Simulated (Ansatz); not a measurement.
# Relaxing KGe₂

Method: DFT PBE, scalar-relativistic, plane waves, PAW (Ansatz). Cutoff 420 eV, Γ-centred k mesh, Gaussian smearing, no spin polarisation in the final step.

KGe₂ was placed on the Cu2Sb structure type (P4/nmm, No. 129), with K in place of Sb, Ge in place of Cu, at a guessed volume.

```yaml
crystal:
  lattice:
    - [4.43885, 0.00000, 0.00000]
    - [0.00000, 4.43885, 0.00000]
    - [0.00000, 0.00000, 6.77280]
  atoms:
    - { symbol: K, position: [0.00000, 0.50000, 0.70000] }
    - { symbol: K, position: [0.50000, 0.00000, 0.30000] }
    - { symbol: Ge, position: [0.00000, 0.00000, 0.00000] }
    - { symbol: Ge, position: [0.50000, 0.50000, 0.00000] }
    - { symbol: Ge, position: [0.00000, 0.50000, 0.27000] }
    - { symbol: Ge, position: [0.50000, 0.00000, 0.73000] }
```

Cell and atoms relax at zero pressure; the relaxation can't lower the symmetry of the start. After a coarse first stage the cell is made exact in the group found at 0.06 Å.

Formation energies are uncorrected and refer to the elements' standard structures at the same level.

(1) Which crystal results?

(2) What are its volume, energy, density and gap?

Answers

(1) It keeps P4/nmm (No. 129), but not the shape of the type it started on. Conventional cell: a = 4.641 Å, c = 7.800 Å. K has 8 Ge at 3.49–3.50 Å, 1 Ge at 3.79 Å, 1 Ge at 4.01 Å and 4 K at 4.17 Å (next K at 4.64 Å); Ge on Wyckoff site a (2 atoms of the primitive cell) is coordinated by 4 Ge at 2.71 Å, 4 Ge at 3.28 Å and 4 K at 3.49 Å; around Ge on Wyckoff site c (2 atoms of the primitive cell) lie 4 Ge at 2.71 Å.

```xyz
6
Lattice="4.6409 0.0000 0.0000 0.0000 4.6409 0.0000 0.0000 0.0000 7.8000" Properties=species:S:1:pos:R:3 pbc="T T T"
K     0.0000    2.3204    5.1871
K     2.3204    0.0000    2.6129
Ge    0.0000    0.0000    0.0000
Ge    2.3204    2.3204    0.0000
Ge    0.0000    2.3204    1.4000
Ge    2.3204    0.0000    6.4000
```

(2) The volume per atom is 28.00 Å³, the density is 3.64 g/cm³ and the energy over the elements is -0.11 eV/atom. The gap on the 8×8×6 mesh is 0 eV (a metal).

The final run used a 8×8×6 mesh on its 6-atom cell and 0.10 eV smearing. The k mesh leaves about 4 meV/atom of noise in metals. A structure relaxed within its symmetry needn't be a true minimum.

Cost: 3 runs of about 1.9 core-minutes in all, on Intel Xeon 6975P-C (Granite Rapids) (shared hosts).